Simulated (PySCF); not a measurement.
Dipole moment and polarisability of acetylene

Acetylene, C₂H₂.
Structure used (GFN2-xTB), in Å, numbered top down from 1:
```
atom  x, y, z in Å
C1     0.5396   -0.0056    0.5771
C2    -0.5345    0.0079    0.0562
H3     1.4840   -0.0173    1.0353
H4    -1.4789    0.0198   -0.4019
```

Level: CAM-B3LYP/def2-SVPD (PySCF), static field, nuclei fixed, core orbitals frozen in the response. The polarisability tensor in these axes (au):

```
x   27.77 -0.13  4.95
y   -0.13 17.57 -0.06
z    4.95 -0.06 19.97
```

Give the principal values, the mean and the anisotropy Δα = √{½[(α1 − α2)² + (α2 − α3)² + (α1 − α3)²]}.

Principal values 17.56, 17.56 and 30.18 au; mean 21.77 au = 3.23 Å³ = 3.59 × 10⁻⁴⁰ C²·m²/J; Δα = 12.61 au (58 % of the mean).

What is the dipole moment?

0.00 D; point group D∞h allows none.

Refractivity n − 1 of an ideal gas of it at 400 K and 1 atm, from the electronic α?

N = p/kT = 1.8347 × 10¹⁹ cm⁻³, so n − 1 = 2π × N × 3.23 × 10⁻²⁴ cm³ = 372 × 10⁻⁶ at long wavelengths, for an ideal gas.

Find the Langevin capture rate constant for H3O+ (19.018 u) meeting this molecule (26.016 u), k = 2.342 × 10⁻⁹ cm³/s × √(α in Å³ / reduced mass in u).

The reduced mass is 10.99 u, so k = 1.27 × 10⁻⁹ cm³/s.

What are the principal values of the traceless quadrupole moment, Θ = ½Σq(3rr − r²1), about the centre of nuclear charge?

-3.06, -3.06, 6.13 D·Å. With no charge and no dipole, the values don't depend on the origin. The electronic extent ⟨r²⟩ about the same centre is 60 bohr², a root-mean-square distance of 1.10 Å for the 14 electrons.

Sum over states: ᾱ = Σ f/ω², ω in Eh. What share falls to these 8 lowest TDDFT singlets (eV, f)? 6.73, 0.0000; 7.01, 0.0000; 7.01, 0.0000; 8.37, 0.1027; 8.37, 0.1027; 8.85, 0.0000; 8.85, 0.0000; 10.16, 0.0307.

They add up to 2.39 au, 11.0 % of the 21.77 au; the largest single term is 1.09 au, from the state at 8.37 eV. Terms in order: 0.00, 0.00, 0.00, 1.09, 1.09, 0.00, 0.00, 0.22 au. Higher excitations give the rest. The strengths listed sum to 0.236.

What depolarisation ratio follows for Rayleigh scattering of linearly polarised light, taking the static tensor?

ρ = 3Δα²/(45ᾱ² + 4Δα²) = 477.3/(21324 + 636.5) = 0.0217.

Isolated species at its GFN2-xTB geometry, gas phase.
